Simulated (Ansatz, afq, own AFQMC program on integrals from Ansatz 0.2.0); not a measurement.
Integrals from Ansatz 0.2.0, then the random walk in our own AFQMC program (afq).

```yaml
crystal:
  periodic: [false, false, false]
  atoms:
    - {symbol: Si, position_ang: [-0.000851, -0.085564, 0.595854]}
    - {symbol: B, position_ang: [-0.000851, 0.090313, -1.332998]}
    - {symbol: H, position_ang: [-0.000851, 1.095367, 1.517723]}
    - {symbol: H, position_ang: [0.770268, 0.873606, -1.808288]}
    - {symbol: H, position_ang: [-0.736568, -0.553489, -2.014939]}
basis:
  gaussian: {orbitals: cc-pVDZ}
magnetization: {spin_polarized: true, initial_magnetization: 2}
correlation: {method: ccsd_t, electrons: outside_noble_gas, hamiltonian_folder: ham}
```

```sh
$ ansatz run in.yaml --threads 1 --pin off --events-out ev --progress --plain --max-ram 1382MiB
```

afq runs on the folder ham with

```
--method phaseless --trial hf --walkers 120 --populations 1 --least-time 40 --time-step 0.005 --steps-per-block 20 --equilibration-blocks 112 --max-blocks 600 --target-error 0.00114 --factor-cut 1e-05 --start spin_pure --seed 8867 --taylor-order 6
```

Times are imaginary, in 1/Eh. The walk had a cap of 1573 s.

afq prints:

```
orbitals 41  electrons 6 4  factors 319 of 444
reference energy -315.26202428 Eh
CCSD correlation -0.18776832 Eh in 14 cycles, weight of the determinant in the CISD state 0.8789
energy of the start -315.262212 Eh
 block  time / (1/Eh)  mean weight  energy / Eh
     1     0.100  1.0002  -315.294865
     2     0.200  1.0001  -315.319824
     3     0.300  1.0016  -315.344721
     4     0.400  1.0018  -315.359915
     5     0.500  0.9996  -315.370528
    10     1.000  0.9998  -315.417171
    86     8.600  0.9995  -315.445631
   171    17.100  0.9991  -315.468154
   256    25.600  1.0003  -315.462555
   341    34.100  1.0003  -315.438112
   375    37.500  1.0002  -315.433914
   426    42.600  0.9998  -315.459519
   511    51.100  1.0001  -315.479814
   596    59.600  1.0014  -315.463214
   681    68.100  1.0016  -315.460216
   698    69.800  0.9996  -315.471977
blocks merged  error / Eh  count
     1  0.000491  600
     2  0.000667  300
     4  0.000892  150
     8  0.001142  75
    16  0.001390  37
    32  0.001783  18
    64  0.002236  9
energy -315.459177 +/- 0.001783 Eh
(rows thinned)
```

The run failed at least one of its tests; the cautions name the faults. The second half of the sampling lies below the first by 2.7 errors of their difference, so the energy may still be moving and its error bar be too small.

Against this walk (error 48.5 meV) on the same determinant: CCSD(T) 114.3 meV higher, CCSDT(Q) 71.3 meV higher (within the noise), a separate phaseless walk with a CISD trial and standard settings 70.2 ± 50.4 meV higher (within the noise). The error is statistical and leaves out the bias of the constraint.

Cautions: constraint bias not in the error; error not settled; error above the target (48.5 against 31.0 meV); lower spins were not checked.

The walk took 4.1 min on 1 thread of Arm Neoverse V2, on a shared host. The log's last line is the phaseless energy.

CCSDT and higher add their correlation energy to the determinant of the CCSD(T) run, since their own runs factorise the integrals more tightly (a shift of under 2 meV).
